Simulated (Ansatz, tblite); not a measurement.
# The cluster MgO2−: one state, many levels

An exercise on one series of results from a longer session: the logs are not shown, and one member is left open.

Method: as each input shows; program: Ansatz 0.2.0, Gaussian basis.

Levels to be run: GFN1-xTB, GFN2-xTB, PBE-D4/def2-TZVPD, r2SCAN-D4/def2-TZVPD, LC-ωPBE/def2-TZVPD, B2PLYP/def2-TZVPD, B3LYP-D4/def2-TZVPD, HF/def2-TZVPD, B97M-V/def2-TZVPD, LC-ωPBE(0.10)/def2-TZVPD, LC-ωPBE(0.15)/def2-TZVPD, LC-ωPBE(0.20)/def2-TZVPD, LC-ωPBE(0.30)/def2-TZVPD, PBE-D4/def2-SVPD, PBE0-D4/def2-SVPD, HF/STO-3G, HF/6-31G, B3LYP-D4/6-31G, CCSD(T)/def2-TZVPPD, MP2/def2-TZVPD, RPA/def2-TZVPD.

## The structure

The geometry is that of the doublet, from an earlier relaxation (r2SCAN-D4/def2-TZVPD). At that level it is the lowest of the isomers that a small search found.

3 atoms, charge -1, spin multiplicity 2.

Bond lengths: Mg1–O2 1.836 Å, Mg1–O3 1.836 Å. Angles: O2–Mg1–O3 179.7°.

The ion is computed in the gas phase, without counter-ions or solvent.

PBE0-D4/def2-TZVPD was run before; its log isn't repeated, and its numbers join the tables.

The first run:

Tight binding, by tblite at 300 K electronic temperature and without a spin-polarisation term:

```python
tblite.interface.Calculator('GFN1-xTB', numbers, positions, charge=-1, uhf=1).singlepoint()
```

Tight binding, by tblite at 300 K electronic temperature and without a spin-polarisation term:

```python
tblite.interface.Calculator('GFN2-xTB', numbers, positions, charge=-1, uhf=1).singlepoint()
```

start.molden holds the orbitals of an earlier run on this state, given as this run's starting guess.

File in.yaml:

```yaml
crystal:
  periodic: [false, false, false]
  atoms:
    - {symbol: Mg, position_ang: [-0.001956, 0.002663, 0.000125]}
    - {symbol: O, position_ang: [-1.474361, -1.083109, -0.158307]}
    - {symbol: O, position_ang: [1.476317, 1.080456, 0.158172]}
basis:
  gaussian: {orbitals: def2-TZVPD, initial_orbitals: start.molden}
total_charge: -1
magnetization: {spin_polarized: true, initial_magnetization: 1}
hamiltonian: {xc: pbe, dispersion: d4}
scf: {omitted_lower_state_checks: [starts]}
output: {orbitals: {seedname: orbitals}}
```

Started as:

```
$ ansatz run in.yaml --threads 4 --pin off --events-out ev --progress --plain --max-ram 3916MiB
```

Steps of the session up to this table: PBE-D4/def2-TZVPD; r2SCAN-D4/def2-TZVPD; LC-ωPBE/def2-TZVPD; B2PLYP/def2-TZVPD; B3LYP-D4/def2-TZVPD; HF/def2-TZVPD; B97M-V/def2-TZVPD; LC-ωPBE(0.10)/def2-TZVPD; LC-ωPBE(0.15)/def2-TZVPD; LC-ωPBE(0.20)/def2-TZVPD; LC-ωPBE(0.30)/def2-TZVPD; PBE-D4/def2-SVPD; PBE0-D4/def2-SVPD; HF/STO-3G; HF/6-31G; B3LYP-D4/6-31G; CCSD(T)/def2-TZVPPD; MP2/def2-TZVPD; RPA/def2-TZVPD.

One table of the session follows, with a row left open; its other results are not shown here.

It belongs to the step «Levels side by side». 

```
                   level  LUMO (eV)  gap (eV)
               HF/STO-3G      19.38     12.92
                HF/6-31G       5.26      5.31
           HF/def2-TZVPD       3.95      4.26
        PBE-D4/def2-SVPD          ?         ?
       PBE-D4/def2-TZVPD       0.20      0.26
    r2SCAN-D4/def2-TZVPD       0.55      0.35
       B97M-V/def2-TZVPD       0.63      0.34
          B3LYP-D4/6-31G       2.15      1.86
     B3LYP-D4/def2-TZVPD       0.95      1.18
       PBE0-D4/def2-SVPD       1.27      1.47
      PBE0-D4/def2-TZVPD       1.30      1.43
      LC-ωPBE/def2-TZVPD       3.32      6.01
LC-ωPBE(0.10)/def2-TZVPD       1.50      2.90
LC-ωPBE(0.15)/def2-TZVPD       1.90      3.65
LC-ωPBE(0.20)/def2-TZVPD       2.17      4.07
LC-ωPBE(0.30)/def2-TZVPD       2.63      4.84
```

Q: Estimate the row for PBE-D4/def2-SVPD from the others.

The run gave: LUMO (eV): 0.18; gap (eV): 0.23. In the column «LUMO (eV)» it is the lowest.

Limits of these values: Doubts: large T1 diagnostic, spin contamination. Notes on CCSD(T)/def2-TZVPPD: large T1 diagnostic, spin contamination.
